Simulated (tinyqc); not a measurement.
CCD on RHF in the sto-3g basis, for H2O, spin multiplicity 1, step by step. Computed by tinyqc, a small Python program that keeps every step (integrals from PySCF). Settings: charge = 0, multiplicity = 1, basis = sto-3g, method = RHF, energy threshold = 1e-10, iteration cap = 68, orthogonalisation = canonical, start = atomic densities, DIIS depth = 6, amplitude equations = CCD, DIIS depth for amplitudes = 6, cap on updates = 51. Command: `OMP_NUM_THREADS=1 python tinyqc.py 30690 30691 out.jsonl` (the two numbers bound the seeds that draw the settings). One thread of a shared host (Intel(R) Xeon(R) Processor @ 2.60GHz), about 0.2 s of CPU time with the checks. The early iterations of the SCF are left out here.

## One-electron integrals

Geometry (angstrom):

| atom | x | y | z |
|---|---|---|---|
| O | 0.000000 | 0.000000 | 0.000000 |
| H | 0.000000 | 0.794000 | 0.718000 |
| H | 0.000000 | -0.794000 | 0.718000 |

Basis sto-3g: exponents (1/bohr^2) and contraction coefficients of normalised primitives:

| element | l (shell) | exponent | coefficient |
|---|---|---|---|
| O | s (1) | 130.709320 | 0.154329 |
| O | s (1) | 23.808861 | 0.535328 |
| O | s (1) | 6.443608 | 0.444635 |
| O | s (2) | 5.033151 | -0.099967 |
| O | s (2) | 1.169596 | 0.399513 |
| O | s (2) | 0.380389 | 0.700115 |
| O | p (3) | 5.033151 | 0.155916 |
| O | p (3) | 1.169596 | 0.607684 |
| O | p (3) | 0.380389 | 0.391957 |
| H | s (1) | 3.425251 | 0.154329 |
| H | s (1) | 0.623914 | 0.535328 |
| H | s (1) | 0.168855 | 0.444635 |

Overlap, kinetic and nuclear-attraction integrals over the contracted functions; the nuclear repulsion is the sum of Za Zb / Rab.

nuclear repulsion = 8.24250474 hartree

overlap S, lower triangle:
```
           1O 1s     1O 2s    1O 2px     1O 2py    1O 2pz     2H 1s     3H 1s
1O 1s   1.000000
1O 2s   0.236704  1.000000
1O 2px  0.000000  0.000000  1.000000
1O 2py  0.000000  0.000000  0.000000   1.000000
1O 2pz  0.000000  0.000000  0.000000   0.000000  1.000000
2H 1s   0.041203  0.403584  0.000000   0.261017  0.236033  1.000000
3H 1s   0.041203  0.403584  0.000000  -0.261017  0.236033  0.226034  1.000000
```

kinetic energy T (hartree), lower triangle:
```
            1O 1s     1O 2s    1O 2px     1O 2py    1O 2pz     2H 1s     3H 1s
1O 1s   29.003200
1O 2s   -0.168011  0.808128
1O 2px   0.000000  0.000000  2.528731
1O 2py   0.000000  0.000000  0.000000   2.528731
1O 2pz   0.000000  0.000000  0.000000   0.000000  2.528731
2H 1s   -0.007807  0.080875  0.000000   0.151871  0.137334  0.760032
3H 1s   -0.007807  0.080875  0.000000  -0.151871  0.137334  0.003175  0.760032
```

nuclear attraction V (hartree), lower triangle:
```
             1O 1s       1O 2s     1O 2px      1O 2py     1O 2pz      2H 1s      3H 1s
1O 1s   -61.607114
1O 2s    -7.417099  -10.034315
1O 2px    0.000000    0.000000  -9.896912
1O 2py    0.000000    0.000000   0.000000  -10.002731
1O 2pz   -0.016649   -0.202288   0.000000    0.000000  -9.983443
2H 1s    -1.323661   -3.153062   0.000000   -1.796015  -1.686405  -5.421466
3H 1s    -1.323661   -3.153062   0.000000    1.796015  -1.686405  -1.332131  -5.421466
```

core Hamiltonian H = T + V (hartree), lower triangle:
```
             1O 1s      1O 2s     1O 2px     1O 2py     1O 2pz      2H 1s      3H 1s
1O 1s   -32.603914
1O 2s    -7.585110  -9.226187
1O 2px    0.000000   0.000000  -7.368181
1O 2py    0.000000   0.000000   0.000000  -7.474000
1O 2pz   -0.016649  -0.202288   0.000000   0.000000  -7.454712
2H 1s    -1.331468  -3.072187   0.000000  -1.644144  -1.549071  -4.661434
3H 1s    -1.331468  -3.072187   0.000000   1.644144  -1.549071  -1.328956  -4.661434
```

## Two-electron integrals

Functions are numbered as in S; the eight-fold symmetry (ij|kl) = (ji|kl) = (kl|ij) leaves the list below.

Two-electron integrals (ij|kl) in chemists' order, unique and non-zero (hartree):
```
(11|11) 4.785065    (21|11) 0.741380    (21|21) 0.136873    (22|11) 1.118947
(22|21) 0.256633    (22|22) 0.817206    (31|31) 0.024477    (32|31) 0.037809
(32|32) 0.180518    (33|11) 1.115814    (33|21) 0.256684    (33|22) 0.817023
(33|33) 0.880159    (41|41) 0.024477    (42|41) 0.037809    (42|42) 0.180518
(43|43) 0.047444    (44|11) 1.115814    (44|21) 0.256684    (44|22) 0.817023
(44|33) 0.785270    (44|44) 0.880159    (51|51) 0.024477    (52|51) 0.037809
(52|52) 0.180518    (53|53) 0.047444    (54|54) 0.047444    (55|11) 1.115814
(55|21) 0.256684    (55|22) 0.817023    (55|33) 0.785270    (55|44) 0.785270
(55|55) 0.880159    (61|11) 0.130739    (61|21) 0.023945    (61|22) 0.044647
(61|33) 0.044559    (61|41) 0.000818    (61|42) 0.001537    (61|44) 0.044707
(61|51) 0.000740    (61|52) 0.001390    (61|54) 0.000134    (61|55) 0.044680
(61|61) 0.004243    (62|11) 0.330527    (62|21) 0.076812    (62|22) 0.272319
(62|33) 0.267594    (62|41) 0.004285    (62|42) 0.033273    (62|44) 0.275247
(62|51) 0.003875    (62|52) 0.030088    (62|54) 0.006921    (62|55) 0.273852
(62|61) 0.013715    (62|62) 0.114062    (63|31) 0.007884    (63|32) 0.046452
(63|43) 0.006842    (63|53) 0.006187    (63|63) 0.015922    (64|11) 0.180494
(64|21) 0.042474    (64|22) 0.160763    (64|33) 0.153534    (64|41) 0.009954
(64|42) 0.064962    (64|44) 0.171521    (64|51) 0.001872    (64|52) 0.016738
(64|54) 0.010078    (64|55) 0.157052    (64|61) 0.007905    (64|62) 0.081811
(64|64) 0.073921    (65|11) 0.163218    (65|21) 0.038408    (65|22) 0.145375
(65|33) 0.138838    (65|41) 0.001872    (65|42) 0.016738    (65|44) 0.142728
(65|51) 0.009577    (65|52) 0.061588    (65|54) 0.010360    (65|55) 0.154394
(65|61) 0.007149    (65|62) 0.073981    (65|64) 0.052447    (65|65) 0.063349
(66|11) 0.482385    (66|21) 0.113917    (66|22) 0.464242    (66|33) 0.445765
(66|41) 0.007955    (66|42) 0.086062    (66|44) 0.475938    (66|51) 0.007193
(66|52) 0.077824    (66|54) 0.027284    (66|55) 0.470438    (66|61) 0.020501
(66|62) 0.249042    (66|64) 0.203838    (66|65) 0.184327    (66|66) 0.774606
(71|11) 0.130739    (71|21) 0.023945    (71|22) 0.044647    (71|33) 0.044559
(71|41) -0.000818   (71|42) -0.001537   (71|44) 0.044707    (71|51) 0.000740
(71|52) 0.001390    (71|54) -0.000134   (71|55) 0.044680    (71|61) 0.004185
(71|62) 0.013327    (71|64) 0.007040    (71|65) 0.006952    (71|66) 0.019749
(71|71) 0.004243    (72|11) 0.330527    (72|21) 0.076812    (72|22) 0.272319
(72|33) 0.267594    (72|41) -0.004285   (72|42) -0.033273   (72|44) 0.275247
(72|51) 0.003875    (72|52) 0.030088    (72|54) -0.006921   (72|55) 0.273852
(72|61) 0.013327    (72|62) 0.093304    (72|64) 0.046124    (72|65) 0.058941
(72|66) 0.167733    (72|71) 0.013715    (72|72) 0.114062    (73|31) 0.007884
(73|32) 0.046452    (73|43) -0.006842   (73|53) 0.006187    (73|63) 0.012627
(73|73) 0.015922    (74|11) -0.180494   (74|21) -0.042474   (74|22) -0.160763
(74|33) -0.153534   (74|41) 0.009954    (74|42) 0.064962    (74|44) -0.171521
(74|51) -0.001872   (74|52) -0.016738   (74|54) 0.010078    (74|55) -0.157052
(74|61) -0.007040   (74|62) -0.046124   (74|64) -0.010606   (74|65) -0.028513
(74|66) -0.073972   (74|71) -0.007905   (74|72) -0.081811   (74|74) 0.073921
(75|11) 0.163218    (75|21) 0.038408    (75|22) 0.145375    (75|33) 0.138838
(75|41) -0.001872   (75|42) -0.016738   (75|44) 0.142728    (75|51) 0.009577
(75|52) 0.061588    (75|54) -0.010360   (75|55) 0.154394    (75|61) 0.006952
(75|62) 0.058941    (75|64) 0.028513    (75|65) 0.049307    (75|66) 0.116031
(75|71) 0.007149    (75|72) 0.073981    (75|74) -0.052447   (75|75) 0.063349
(76|11) 0.130583    (76|21) 0.030664    (76|22) 0.119076    (76|33) 0.116026
(76|44) 0.118072    (76|51) 0.002348    (76|52) 0.022170    (76|55) 0.122997
(76|61) 0.005431    (76|62) 0.050748    (76|64) 0.031458    (76|65) 0.036998
(76|66) 0.118228    (76|71) 0.005431    (76|72) 0.050748    (76|74) -0.031458
(76|75) 0.036998    (76|76) 0.028451    (77|11) 0.482385    (77|21) 0.113917
(77|22) 0.464242    (77|33) 0.445765    (77|41) -0.007955   (77|42) -0.086062
(77|44) 0.475938    (77|51) 0.007193    (77|52) 0.077824    (77|54) -0.027284
(77|55) 0.470438    (77|61) 0.019749    (77|62) 0.167733    (77|64) 0.073972
(77|65) 0.116031    (77|66) 0.328340    (77|71) 0.020501    (77|72) 0.249042
(77|74) -0.203838   (77|75) 0.184327    (77|76) 0.118228    (77|77) 0.774606
```

## Orthogonalisation

S = U s U^T; canonical form X = U s^(-1/2), so that X^T S X = 1. Each column of U has its largest component positive (the first on a tie).

eigenvalues of S: 0.416023  0.500935  0.879405  1.000000  1.107727  1.273030  1.822879

X:
```
                1          2          3         4          5          6         7
1O 1s   -0.334034   0.000000   0.737006  0.000000   0.622421   0.000000  0.160172
1O 2s    1.055973   0.000000  -0.316718  0.000000   0.331418   0.000000  0.423033
1O 2px   0.000000   0.000000   0.000000  1.000000   0.000000   0.000000  0.000000
1O 2py   0.000000   0.840193   0.000000  0.000000   0.000000   0.712564  0.000000
1O 2pz   0.538393   0.000000   0.660797  0.000000  -0.606014   0.000000  0.220462
2H 1s   -0.666028  -0.803225  -0.168809  0.000000  -0.138294   0.372680  0.384296
3H 1s   -0.666028   0.803225  -0.168809  0.000000  -0.138294  -0.372680  0.384296
```

## Iteration 8 (converged): orbitals

converged F (hartree), lower triangle:
```
             1O 1s      1O 2s     1O 2px     1O 2py     1O 2pz      2H 1s      3H 1s
1O 1s   -20.259109
1O 2s    -5.164953  -2.422317
1O 2px    0.000000   0.000000  -0.392858
1O 2py    0.000000   0.000000   0.000000  -0.247875
1O 2pz   -0.026368  -0.090170   0.000000   0.000000  -0.292578
2H 1s    -0.915384  -0.846451   0.000000  -0.349232  -0.359134  -0.452992
3H 1s    -0.915384  -0.846451   0.000000   0.349232  -0.359134  -0.311036  -0.452992
```

Diagonalise F' = X^T F X, C = X C', fill 5 alpha and 5 beta electrons from the bottom; D = 2 C_occ C_occ^T. Each column has its largest component positive (the first on a tie).

F' = X^T F X (hartree), lower triangle:
```
           1         2          3          4          5          6          7
1  -0.091797
2   0.000000  0.584585
3   2.024944  0.000000  -8.560504
4   0.000000  0.000000   0.000000  -0.392858
5   1.582402  0.000000  -8.845501   0.000000  -9.976063
6   0.000000  0.117647   0.000000   0.000000   0.000000  -0.536256
7   0.349782  0.000000  -3.682521   0.000000  -4.182443   0.000000  -2.809260
```

orbital energies (hartree): MO1 -20.267459, MO2 -1.226945, MO3 -0.548471, MO4 -0.458634, MO5 -0.392858, MO6 0.515415, MO7 0.596800

coefficients C:
```
              MO1        MO2        MO3        MO4       MO5        MO6        MO7
1O 1s    0.994397  -0.237335   0.000000   0.099996  0.000000  -0.112546   0.000000
1O 2s    0.024420   0.874017   0.000000  -0.511504  0.000000   0.691409   0.000000
1O 2px   0.000000   0.000000   0.000000   0.000000  1.000000   0.000000   0.000000
1O 2py   0.000000   0.000000   0.621981   0.000000  0.000000   0.000000   0.909291
1O 2pz   0.003536   0.099501   0.000000   0.727728  0.000000   0.776450   0.000000
2H 1s   -0.004769   0.146821   0.453641   0.327505  0.000000  -0.714185  -0.760441
3H 1s   -0.004769   0.146821  -0.453641   0.327505  0.000000  -0.714185   0.760441
```

D after iteration 8, lower triangle:
```
            1O 1s      1O 2s    1O 2px     1O 2py    1O 2pz      2H 1s     3H 1s
1O 1s    2.110305
1O 2s   -0.468600   2.052278
1O 2px   0.000000   0.000000  2.000000
1O 2py   0.000000   0.000000  0.000000   0.773722
1O 2pz   0.105342  -0.570367  0.000000   0.000000  1.079002
2H 1s   -0.013679  -0.078624  0.000000   0.564312  0.505853   0.669257
3H 1s   -0.013679  -0.078624  0.000000  -0.564312  0.505853  -0.153902  0.669257
```

## Convergence

Stop when the energy changes by less than 1e-10 hartree and every element of the error matrix X^T (F D S - S D F) X is below 3e-06.

Course of the cycle:

| iteration | E (hartree) | change | largest element of the error matrix |
|---|---|---|---|
| 1 | -75.24214114 | - | 1.19e+00 |
| 2 | -74.90644828 | 3.36e-01 | 2.80e-01 |
| 3 | -74.95209128 | -4.56e-02 | 4.27e-02 |
| 4 | -74.95314298 | -1.05e-03 | 6.54e-03 |
| 5 | -74.95317389 | -3.09e-05 | 4.46e-04 |
| 6 | -74.95317429 | -4.03e-07 | 1.02e-04 |
| 7 | -74.95317432 | -2.83e-08 | 3.21e-07 |
| 8 | -74.95317432 | -1.99e-13 | 4.97e-10 |

PySCF RHF in the same basis = -74.95317432 hartree

Converged in 8 iterations.

## Integrals over molecular orbitals

(pq|rs) = sum C_ip C_jq C_kr C_ls (ij|kl), one index at a time.

one-electron integrals over orbitals h = C^T H C (hartree), lower triangle:
```
            1          2          3          4          5          6          7
1  -32.587176
2    0.564027  -7.585969
3    0.000000   0.000000  -6.118601
4   -0.225881   0.521726   0.000000  -6.641385
5    0.000000   0.000000   0.000000   0.000000  -7.368181
6    0.256914  -1.251846   0.000000  -1.287774   0.000000  -5.386468
7    0.000000   0.000000  -1.728919   0.000000   0.000000   0.000000  -5.486277
```

Two-electron integrals over orbitals (pq|rs), unique and non-zero (hartree):
```
(11|11) 4.746390    (21|11) -0.424948   (21|21) 0.060238    (22|11) 1.014569
(22|21) -0.014509   (22|22) 0.724946    (31|31) 0.011107    (32|31) 0.017417
(32|32) 0.133631    (33|11) 0.779995    (33|21) -0.004737   (33|22) 0.627163
(33|33) 0.607307    (41|11) 0.177641    (41|21) -0.022983   (41|22) 0.013796
(41|33) 0.006036    (41|41) 0.025063    (42|11) -0.150253   (42|21) 0.008678
(42|22) -0.017277   (42|33) 0.003693    (42|41) 0.017327    (42|42) 0.128400
(43|31) -0.003206   (43|32) 0.024167    (43|43) 0.054539    (44|11) 0.937938
(44|21) -0.011700   (44|22) 0.658898    (44|33) 0.574822    (44|41) -0.008817
(44|42) -0.094690   (44|44) 0.710229    (51|51) 0.025978    (52|51) 0.032960
(52|52) 0.148399    (53|53) 0.027433    (54|51) -0.012858   (54|52) -0.046861
(54|54) 0.050662    (55|11) 1.115354    (55|21) -0.011997   (55|22) 0.751742
(55|33) 0.612787    (55|41) 0.005004    (55|42) -0.081158   (55|44) 0.693934
(55|55) 0.880159    (61|11) -0.201554   (61|21) 0.030778    (61|22) -0.000815
(61|33) 0.000856    (61|41) 0.002154    (61|42) 0.021186    (61|44) -0.016913
(61|55) -0.005395   (61|61) 0.027608    (62|11) 0.275332    (62|21) -0.005878
(62|22) 0.135753    (62|33) 0.072463    (62|41) 0.018676    (62|42) 0.028286
(62|44) 0.063846    (62|55) 0.144832    (62|61) 0.010583    (62|62) 0.098037
(63|31) 0.003129    (63|32) -0.031942   (63|43) -0.033628   (63|63) 0.068210
(64|11) 0.264190    (64|21) -0.003512   (64|22) 0.119013    (64|33) 0.049976
(64|41) 0.000245    (64|42) -0.053863   (64|44) 0.131804    (64|55) 0.145267
(64|61) -0.002706   (64|62) 0.057842    (64|64) 0.095974    (65|51) 0.013330
(65|52) 0.051880    (65|54) 0.004110    (65|65) 0.035508    (66|11) 0.805009
(66|21) -0.007535   (66|22) 0.607570    (66|33) 0.559930    (66|41) 0.018582
(66|42) 0.047545    (66|44) 0.552004    (66|55) 0.589097    (66|61) 0.009398
(66|62) 0.098054    (66|64) 0.053203    (66|66) 0.594331    (71|31) 0.014502
(71|32) 0.021600    (71|43) -0.004271   (71|63) 0.003547    (71|71) 0.018967
(72|31) 0.014529    (72|32) 0.049542    (72|43) -0.034115   (72|63) 0.032182
(72|71) 0.018128    (72|72) 0.065476    (73|11) 0.366223    (73|21) -0.007127
(73|22) 0.153588    (73|33) 0.089495    (73|41) -0.000438   (73|42) -0.082781
(73|44) 0.140180    (73|55) 0.198046    (73|61) -0.006238   (73|62) 0.069253
(73|64) 0.100280    (73|66) 0.044347    (73|73) 0.160827    (74|31) -0.008969
(74|32) -0.076295   (74|43) -0.011127   (74|63) 0.050782    (74|71) -0.011667
(74|72) -0.015711   (74|74) 0.073396    (75|53) 0.023731    (75|75) 0.024114
(76|31) 0.007700    (76|32) 0.085937    (76|43) 0.058525    (76|63) -0.059803
(76|71) 0.009741    (76|72) -0.008401   (76|74) -0.061157   (76|76) 0.109604
(77|11) 0.829890    (77|21) -0.008540   (77|22) 0.607938    (77|33) 0.589455
(77|41) 0.004094    (77|42) -0.013875   (77|44) 0.579670    (77|55) 0.605975
(77|61) -0.003405   (77|62) 0.061228    (77|64) 0.045930    (77|66) 0.557314
(77|73) 0.086128    (77|77) 0.596949
```

## CCD: starting amplitudes

t_ij^ab = <ij||ab> / (e_i + e_j - e_a - e_b), whose energy is MP2.

Starting amplitudes (spin orbitals 1a, 1b, ...; amplitudes related by a flip of all spins are not repeated; the 24 largest):

| from | to | t |
|---|---|---|
| 3a 3b | 7a 7b | -0.070214 |
| 4a 4b | 6a 6b | -0.049266 |
| 3a 4b | 6b 7a | 0.047317 |
| 4a 4b | 7a 7b | -0.034770 |
| 3a 3b | 6a 6b | -0.032057 |
| 2a 2b | 6a 6b | -0.028133 |
| 2a 3b | 6a 7b | -0.023983 |
| 3a 4b | 6a 7b | -0.023961 |
| 3a 4a | 6a 7a | 0.023356 |
| 2a 4b | 6a 6b | -0.021293 |
| 5a 5b | 6a 6b | -0.019547 |
| 2a 2b | 7a 7b | -0.017951 |
| 2a 3a | 6a 7a | -0.012838 |
| 5a 5b | 7a 7b | -0.012183 |
| 2a 3b | 6b 7a | 0.011145 |
| 2a 4b | 7a 7b | 0.005457 |
| 1a 2b | 7a 7b | -0.000799 |
| 1a 1b | 6a 6b | -0.000664 |
| 1a 4b | 7a 7b | 0.000532 |
| 1a 2b | 6a 6b | -0.000470 |
| 1a 1b | 7a 7b | -0.000455 |
| 1a 3a | 6a 7a | 0.000446 |
| 1a 3b | 6a 7b | 0.000284 |
| 1a 3b | 6b 7a | 0.000162 |

correlation energy = -0.04763422 hartree

## CCD: amplitude update 1

t_ij^ab D_ij^ab are set to the remaining terms of the spin-orbital equations, evaluated with the old amplitudes; for the doubles these are <ij||ab> + 1/2 <ab||ef> t_ij^ef + 1/2 <mn||ij> t_mn^ab + P(ij)P(ab) <mb||ej> t_im^ae + terms in t^2, D the orbital-energy denominators.

Amplitudes after update 1 (spin orbitals 1a, 1b, ...; amplitudes related by a flip of all spins are not repeated; the 24 largest):

| from | to | t |
|---|---|---|
| 3a 3b | 7a 7b | -0.089318 |
| 4a 4b | 6a 6b | -0.061449 |
| 3a 4b | 6b 7a | 0.060599 |
| 4a 4b | 7a 7b | -0.046312 |
| 3a 3b | 6a 6b | -0.044664 |
| 3a 4b | 6a 7b | -0.037087 |
| 2a 2b | 6a 6b | -0.031822 |
| 2a 4b | 6a 6b | -0.030032 |
| 2a 3b | 6a 7b | -0.029858 |
| 5a 5b | 6a 6b | -0.024170 |
| 3a 4a | 6a 7a | 0.023513 |
| 2a 2b | 7a 7b | -0.019178 |
| 2a 3b | 6b 7a | 0.017797 |
| 5a 5b | 7a 7b | -0.012998 |
| 2a 3a | 6a 7a | -0.012061 |
| 2a 4b | 7a 7b | 0.004246 |
| 1a 2b | 7a 7b | -0.000736 |
| 1a 1b | 6a 6b | -0.000570 |
| 1a 4b | 7a 7b | 0.000468 |
| 1a 3a | 6a 7a | 0.000437 |
| 1a 2b | 6a 6b | -0.000433 |
| 1a 1b | 7a 7b | -0.000370 |
| 1a 3b | 6a 7b | 0.000229 |
| 1a 3b | 6b 7a | 0.000208 |

correlation energy = -0.06036839 hartree

## CCD: convergence

E_corr = 1/4 sum <ij||ab> t_ij^ab; stop when the norm of the change is below 1e-8.

Course of the amplitude iterations:

| update | correlation energy (hartree) | norm of the change |
|---|---|---|
| 0 | -0.04763422 | - |
| 1 | -0.06036839 | 8.61e-02 |
| 2 | -0.06439960 | 3.32e-02 |
| 3 | -0.06692361 | 1.41e-02 |
| 4 | -0.06691805 | 1.34e-03 |
| 5 | -0.06692413 | 4.07e-04 |
| 6 | -0.06692345 | 3.05e-05 |
| 7 | -0.06692392 | 4.86e-06 |
| 8 | -0.06692382 | 1.08e-06 |
| 9 | -0.06692381 | 2.07e-07 |
| 10 | -0.06692382 | 6.42e-08 |
| 11 | -0.06692382 | 8.60e-09 |

Converged amplitudes (spin orbitals 1a, 1b, ...; amplitudes related by a flip of all spins are not repeated; the 24 largest):

| from | to | t |
|---|---|---|
| 3a 3b | 7a 7b | -0.100160 |
| 4a 4b | 6a 6b | -0.069547 |
| 3a 4b | 6b 7a | 0.067318 |
| 4a 4b | 7a 7b | -0.052557 |
| 3a 3b | 6a 6b | -0.051961 |
| 3a 4b | 6a 7b | -0.048606 |
| 2a 4b | 6a 6b | -0.035953 |
| 2a 2b | 6a 6b | -0.032255 |
| 2a 3b | 6a 7b | -0.031922 |
| 5a 5b | 6a 6b | -0.026627 |
| 2a 3b | 6b 7a | 0.022896 |
| 3a 4a | 6a 7a | 0.018711 |
| 2a 2b | 7a 7b | -0.018010 |
| 5a 5b | 7a 7b | -0.011651 |
| 2a 3a | 6a 7a | -0.009026 |
| 2a 4b | 7a 7b | 0.002510 |
| 1a 2b | 7a 7b | -0.000699 |
| 1a 1b | 6a 6b | -0.000561 |
| 1a 3a | 6a 7a | 0.000432 |
| 1a 4b | 7a 7b | 0.000430 |
| 1a 2b | 6a 6b | -0.000407 |
| 1a 1b | 7a 7b | -0.000357 |
| 1a 3b | 6b 7a | 0.000238 |
| 1a 3b | 6a 7b | 0.000194 |

CCD total energy = -75.02009814 hartree

Converged in 11 updates, with DIIS from the third.
